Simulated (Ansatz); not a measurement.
# AlH₄+ (triplet): from Hartree-Fock to the top rungs at distance Al1–H5 = 2.664 Å, cc-pVDZ

The task here is to estimate one member of a computed series from the others.

Method: cc-pVDZ, core rule «outside noble gas», up to 5 orbitals frozen; program: Ansatz 0.2.0, Gaussian basis.

Plan: UHF; CCSD(T) on ROHF; CCSD(T) on UHF; BCCD(T) on ROHF; CISD; CCSDT(Q) on ROHF; CCSDT(Q) on UHF; CASSCF and MRCISD+Q, 4 electrons in 4 orbitals; CASSCF and NEVPT2, 4 electrons in 4 orbitals; Full CI.

21 further runs of the same task are left out: 12 for a known fault of the program, 8 that didn't finish, 1 set aside as unsound or not needed.

### The system

The geometry derives from a PBE0/def2-TZVP stationary point (not a proven minimum). One bond is set to the value named and the two fragments are kept rigid.

5 atoms, charge 1, spin multiplicity 3.

Atoms are counted from 1 here; the program's logs count them from 0.

Bond lengths: Al1–H2 1.663 Å, Al1–H3 1.663 Å, Al1–H4 1.663 Å. Angles: H2–Al1–H3 135.7°, H2–Al1–H4 64.5°, H3–Al1–H4 135.7°.

The first run:

Input file in.yaml:

```yaml
crystal:
  periodic: [false, false, false]
  atoms:
    - {symbol: Al, position_ang: [-0.012388, 0.027497, 0.012163]}
    - {symbol: H, position_ang: [0.608792, 1.437926, 0.638079]}
    - {symbol: H, position_ang: [-0.637342, -1.379919, 0.641097]}
    - {symbol: H, position_ang: [-0.642283, 1.431018, -0.620536]}
    - {symbol: H, position_ang: [1.002448, -2.225102, -0.984230]}
basis:
  gaussian: {orbitals: cc-pVDZ}
total_charge: 1
magnetization: {spin_polarized: true, initial_magnetization: 2}
hamiltonian: {xc: hf}
output: {orbitals: {seedname: orbitals}}
```

The run is started by

```bash
$ ansatz run in.yaml --threads 1 --pin off --events-out ev --progress --plain --max-ram 2393MiB
```

Among the steps run: UHF; CCSD(T) on ROHF; CCSD(T) on UHF; BCCD(T) on ROHF; CISD; CCSDT(Q) on ROHF; CCSDT(Q) on UHF; CASSCF and MRCISD+Q, 4 electrons in 4 orbitals; CASSCF and NEVPT2, 4 electrons in 4 orbitals; Full CI.

One of the session's tables, all rows but one given; the rest of the session is left out.

```
   method  from FCI (kcal/mol)
     ROHF               +57.61
      UHF               +52.73
     RMP2                    ?
     UMP2               +15.79
     CISD                +2.80
    RCCSD                +1.35
    UCCSD                +1.25
 RCCSD(T)                +0.42
 UCCSD(T)                +0.42
  BCCD(T)                +0.42
   RCCSDT                +0.02
   UCCSDT                +0.02
RCCSDT(Q)                +0.01
UCCSDT(Q)                 0.00
      FCI                    0
```

Estimate the missing values for RMP2.

The run gave: from FCI (kcal/mol): +15.61. In the column «from FCI (kcal/mol)» it lies between CISD (+2.80) and UMP2 (+15.79).

Among the levels timed on like hardware and quicker than the yardstick, those that no quicker one beats, quickest first: CISD (0.63 s, +2.80 kcal/mol); UCCSD(T) (0.69 s, +0.42 kcal/mol); BCCD(T) (0.9 s, +0.42 kcal/mol); UCCSDT(Q) (6.5 s, 0.00 kcal/mol). Runs this short are mostly start-up, so their order is noise.

Left out of the table: CASSCF pair, NEVPT2 pair, MRCISD pair, MRCISD+Q pair (the active space lost an orbital or holds another state than full CI finds).

Limits of these values: The yardstick is full CI for this spin, exact in this basis with these frozen cores. Levels on UHF freeze UHF's core orbitals, full CI those of ROHF, so the U rows can settle a little off it for that reason alone. Restricted and unrestricted rows rest on different reference determinants; where their highest levels disagree by more than a few hundredths of an eV, they describe different states and don't form one ladder. Warnings in the runs' records: passed over end.
